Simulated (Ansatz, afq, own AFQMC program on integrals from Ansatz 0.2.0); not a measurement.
# CH3SSi, doublet in def2-TZVP, levels against AFQMC with the constraint released

```xyz
6

C    -0.1990    0.8528   -0.4697
S     1.1057   -0.4261   -0.3179
Si    0.1772   -2.3073   -0.2081
H    -0.0323    1.4105   -1.4017
H    -1.1973    0.3946   -0.4830
H    -0.1142    1.5391    0.3843
```

Connectivity, by distances: CH3–S–Si.

Basis def2-TZVP. Only valence electrons are correlated. AFQMC by an in-house program on the Cholesky factors that Ansatz 0.2.0 writes for its CCSD(T) run. ph-AFQMC/CISD is guided by a CISD state made of CCSD amplitudes; releasing the constraint for a short imaginary time cuts its bias at the price of noise, slowly where states lie close. ± is one standard error of the sampling.

Determinant: UHF, the one that the program's search chose, which needn't be the lowest solution. The geometry is a PBE0/def2-SVP stationary point of this or a neighbouring charge and spin state.

No full CI on the walks' own integrals is used here. The released AFQMC energy serves as the reference, which it does only where one determinant dominates, the energy is flat over the last release times and near the phaseless one (40 meV or 2 meV an electron, half that with transition metals). On small molecules, where full CI could be run and the noise was under 10 meV, such values lay within 10 meV of it in 19 cases of 20, a flattering rate, since the rule was set on those same cases; what remains of the bias isn't in the error bar.

Cautions: the released value is read at 1.00 1/Eh (meV from the phaseless value at times in 1/Eh: -20 ± 8 at 0.24, -11 ± 10 at 0.50, -19 ± 9 at 1.00).

```
T1 diagnostic                               : 0.0199
weight of the determinant in the CISD state : 0.799
⟨S²⟩ of the determinant                     : 0.779
size of the correlated space                : 17 electrons in 112 orbitals
```

Reference: AFQMC with the constraint released, correlation energy -13.269 ± 0.009 eV.

```json
{"level": "HF", "E − E(reference) (kJ/mol)": "1280.2 ± 0.9", "share of correlation (%)": "0.00"}
{"level": "MP2", "E − E(reference) (kJ/mol)": "182.0 ± 0.9", "share of correlation (%)": "85.78"}
{"level": "CCSD", "E − E(reference) (kJ/mol)": "66.2 ± 0.9", "share of correlation (%)": "94.83"}
{"level": "CCSD(T)", "E − E(reference) (kJ/mol)": "7.6 ± 0.9", "share of correlation (%)": "99.40"}
{"level": "ph-AFQMC/CISD", "E − E(reference) (kJ/mol)": "1.9 ± 1.2", "share of correlation (%)": "99.85"}
```

Released energies are given only where the last usable release times agree within the noise; a slower fall can still hide under it.
